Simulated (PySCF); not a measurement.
PySCF input file for methane (CH4), SMILES C, EOM-CCSD/aug-cc-pVDZ. Geometry optimised at B3LYP-D3(BJ)/def2-TZVPD.

```python
import numpy as np
from pyscf import gto, scf, dft, cc
from pyscf.cc import eom_rccsd

mol = gto.M(
    atom='''
    C     0.00000000    0.00000000    0.00000000
    H     0.62885085   -0.62885085    0.62885085
    H    -0.62885085   -0.62885085   -0.62885085
    H    -0.62885085    0.62885085    0.62885085
    H     0.62885085    0.62885085   -0.62885085
    ''',
    basis='aug-cc-pVDZ',
    charge=0,
    spin=0,
    max_memory=1600,
    verbose=4,
)
mf = scf.RHF(mol)
mf.conv_tol = 1e-10
mf.max_cycle = 100
mf.kernel()
mycc = cc.CCSD(mf, frozen=1)
mycc.conv_tol = 1e-8
mycc.kernel()
mycc.solve_lambda()
dip = scf.hf.dip_moment(mol, mycc.make_rdm1(ao_repr=True))
res = {}
for name, solver, nroots, keep in (('singlet', eom_rccsd.EOMEESinglet, 9, 6), ('triplet', eom_rccsd.EOMEETriplet, 6, 3), ('IP', eom_rccsd.EOMIP, 6, 5), ('EA', eom_rccsd.EOMEA, 3, 2)):
    eom = solver(mycc)
    eom.max_cycle, eom.max_space = 200, 40
    e = eom.kernel(nroots=nroots)[0]
    res[name] = (e[:keep] * 27.211386245988, all(eom.converged[:keep]))
    print(name, 'roots / eV', res[name][0].round(3))
```

Log of the run:

```
PySCF version 2.14.0

[INPUT] verbose = 4
[INPUT] num. atoms = 5
[INPUT] num. electrons = 10
[INPUT] charge = 0
[INPUT] spin (= nelec alpha-beta = 2S) = 0
[INPUT] symmetry False subgroup None
[INPUT] Mole.unit = angstrom
[INPUT] Symbol           X                Y                Z      unit          X                Y                Z       unit  Magmom
[INPUT]  1 C      0.000000000000   0.000000000000   0.000000000000 AA    0.000000000000   0.000000000000   0.000000000000 Bohr   0.0
[INPUT]  2 H      0.628850850000  -0.628850850000   0.628850850000 AA    1.188355879700  -1.188355879700   1.188355879700 Bohr   0.0
[INPUT]  3 H     -0.628850850000  -0.628850850000  -0.628850850000 AA   -1.188355879700  -1.188355879700  -1.188355879700 Bohr   0.0
[INPUT]  4 H     -0.628850850000   0.628850850000   0.628850850000 AA   -1.188355879700   1.188355879700   1.188355879700 Bohr   0.0
[INPUT]  5 H      0.628850850000   0.628850850000  -0.628850850000 AA    1.188355879700   1.188355879700  -1.188355879700 Bohr   0.0

nuclear repulsion = 13.4452373039505
number of shells = 28
number of NR pGTOs = 79
number of NR cGTOs = 59
basis = aug-cc-pVDZ
ecp = {}


******** <class 'pyscf.scf.hf.RHF'> ********
method = RHF
initial guess = minao
damping factor = 0
level_shift factor = 0
DIIS = <class 'pyscf.scf.diis.CDIIS'>
diis_start_cycle = 1
diis_space = 8
diis_damp = 0
SCF conv_tol = 1e-10
SCF conv_tol_grad = None
SCF max_cycles = 100
direct_scf = True
direct_scf_tol = 1e-13
Set gradient conv threshold to 1e-05
Initial guess from minao.
init E= -40.0294724635327
  HOMO = -0.472785980366446  LUMO = 0.0266577866253486  gap/eV = 13.59056
cycle= 1 E= -40.191987099807  delta_E= -0.163  |g|= 0.147  |ddm|= 2.18
  HOMO = -0.549355009290115  LUMO = 0.0362211591477024  gap/eV = 15.93434
cycle= 2 E= -40.1990963035801  delta_E= -0.00711  |g|= 0.0352  |ddm|= 0.159
  HOMO = -0.541922295385457  LUMO = 0.0369980941733878  gap/eV = 15.75323
cycle= 3 E= -40.1996209172434  delta_E= -0.000525  |g|= 0.00555  |ddm|= 0.0436
  HOMO = -0.544224563257522  LUMO = 0.0369601302308604  gap/eV = 15.81484
cycle= 4 E= -40.1996317064185  delta_E= -1.08e-05  |g|= 0.00149  |ddm|= 0.00485
  HOMO = -0.543875990029608  LUMO = 0.0369864909727906  gap/eV = 15.80607
cycle= 5 E= -40.1996330464235  delta_E= -1.34e-06  |g|= 0.000192  |ddm|= 0.00164
  HOMO = -0.543890462817932  LUMO = 0.0369860178791166  gap/eV = 15.80645
cycle= 6 E= -40.1996330732715  delta_E= -2.68e-08  |g|= 2.07e-05  |ddm|= 0.000365
  HOMO = -0.543893051333912  LUMO = 0.0369854243179364  gap/eV = 15.80651
cycle= 7 E= -40.1996330734768  delta_E= -2.05e-10  |g|= 9.07e-07  |ddm|= 4.92e-05
  HOMO = -0.543893125137475  LUMO = 0.0369854102419356  gap/eV = 15.80651
cycle= 8 E= -40.199633073477  delta_E= -2.27e-13  |g|= 6.48e-08  |ddm|= 3.78e-06
  HOMO = -0.543893116088042  LUMO = 0.0369854084395107  gap/eV = 15.80651
Extra cycle  E= -40.1996330734771  delta_E= -9.95e-14  |g|= 1.56e-08  |ddm|= 3.26e-07
converged SCF energy = -40.1996330734771

******** <class 'pyscf.cc.ccsd.CCSD'> ********
CC2 = 0
CCSD nocc = 4, nmo = 58
frozen orbitals 1
max_cycle = 50
direct = 0
conv_tol = 1e-08
conv_tol_normt = 1e-05
diis_space = 6
diis_start_cycle = 0
diis_start_energy_diff = 1e+09
Init t2, MP2 energy = -40.3675176096545  E_corr(MP2) -0.167884536177316
Init E_corr(CCSD) = -0.167884536177315
cycle = 1  E_corr(CCSD) = -0.185323013267845  dE = -0.0174384771  norm(t1,t2) = 0.0297843
cycle = 2  E_corr(CCSD) = -0.189535579218125  dE = -0.00421256595  norm(t1,t2) = 0.00912665
cycle = 3  E_corr(CCSD) = -0.191195330340221  dE = -0.00165975112  norm(t1,t2) = 0.00342118
cycle = 4  E_corr(CCSD) = -0.191254927679759  dE = -5.95973395e-05  norm(t1,t2) = 0.000553953
cycle = 5  E_corr(CCSD) = -0.191234092153132  dE = 2.08355266e-05  norm(t1,t2) = 0.000179367
cycle = 6  E_corr(CCSD) = -0.191235691064117  dE = -1.59891098e-06  norm(t1,t2) = 3.89261e-05
cycle = 7  E_corr(CCSD) = -0.191237112816878  dE = -1.42175276e-06  norm(t1,t2) = 9.45024e-06
cycle = 8  E_corr(CCSD) = -0.191237178184054  dE = -6.53671761e-08  norm(t1,t2) = 1.9965e-06
cycle = 9  E_corr(CCSD) = -0.191237170247283  dE = 7.93677096e-09  norm(t1,t2) = 6.19579e-07
CCSD converged
E(CCSD) = -40.39087024372443  E_corr = -0.1912371702472834
cycle = 1  norm(lambda1,lambda2) = 0.00610572
cycle = 2  norm(lambda1,lambda2) = 0.00129439
cycle = 3  norm(lambda1,lambda2) = 0.000489567
cycle = 4  norm(lambda1,lambda2) = 8.02168e-05
cycle = 5  norm(lambda1,lambda2) = 1.95928e-05
cycle = 6  norm(lambda1,lambda2) = 3.97623e-06
Dipole moment(X, Y, Z, Debye): -0.00000,  0.00000,  0.00000

******** <class 'pyscf.cc.eom_rccsd.EOMEESinglet'> ********
max_space = 40
max_cycle = 200
conv_tol = 1e-08
partition = None
EOM-CCSD root 0 E = 0.3866398858105269  qpwt = 0.960481  conv = True
EOM-CCSD root 1 E = 0.3866398874869346  qpwt = 0.956856  conv = True
EOM-CCSD root 2 E = 0.3866398874869346  qpwt = 0.00367505  conv = True
EOM-CCSD root 3 E = 0.4340564255560291  qpwt = 0.961036  conv = True
EOM-CCSD root 4 E = 0.4340564264617482  qpwt = 0.960878  conv = True
EOM-CCSD root 5 E = 0.4340564295756191  qpwt = 0.960681  conv = True
EOM-CCSD root 6 E = 0.4381611065287031  qpwt = 0.960284  conv = True
EOM-CCSD root 7 E = 0.4381612303179678  qpwt = 0.960696  conv = True
EOM-CCSD root 8 E = 0.4394532211891273  qpwt = 0.961044  conv = True
singlet roots / eV [10.521 10.521 10.521 11.811 11.811 11.811]

******** <class 'pyscf.cc.eom_rccsd.EOMEETriplet'> ********
max_space = 40
max_cycle = 200
conv_tol = 1e-08
partition = None
EOM-CCSD root 0 E = 0.3714890266396574  qpwt = 0.957033  conv = True
EOM-CCSD root 1 E = 0.3714890318518655  qpwt = 0.882632  conv = True
EOM-CCSD root 2 E = 0.3714890318518655  qpwt = 0.074401  conv = True
EOM-CCSD root 3 E = 0.4069538548744263  qpwt = 0.96554  conv = True
EOM-CCSD root 4 E = 0.4294866000357954  qpwt = 0.950639  conv = True
EOM-CCSD root 5 E = 0.429486601230799  qpwt = 0.950639  conv = True
triplet roots / eV [10.109 10.109 10.109]

******** <class 'pyscf.cc.eom_rccsd.EOMIP'> ********
max_space = 40
max_cycle = 200
conv_tol = 1e-08
partition = None
EOM-CCSD root 0 E = 0.5236727156748656  qpwt = 0.963812  conv = True
EOM-CCSD root 1 E = 0.5236727158646256  qpwt = 0.589487  conv = True
EOM-CCSD root 2 E = 0.5236727158646256  qpwt = 0.374325  conv = True
EOM-CCSD root 3 E = 0.8537778908207392  qpwt = 0.878623  conv = True
EOM-CCSD root 4 E = 1.151914945647416  qpwt = 0.000429012  conv = True
EOM-CCSD root 5 E = 1.151914945647416  qpwt = 4.47598e-05  conv = True
IP roots / eV [14.25  14.25  14.25  23.232 31.345]

******** <class 'pyscf.cc.eom_rccsd.EOMEA'> ********
max_space = 40
max_cycle = 200
conv_tol = 1e-08
partition = None
EOM-CCSD root 0 E = 0.03048299511917046  qpwt = 0.995943  conv = True
EOM-CCSD root 1 E = 0.06024688368882471  qpwt = 0.997503  conv = True
EOM-CCSD root 2 E = 0.06024688373551711  qpwt = 0.997503  conv = True
EA roots / eV [0.829 1.639]
```

The calculation finished and met its thresholds.

Cost: around 50 core-seconds (rough).
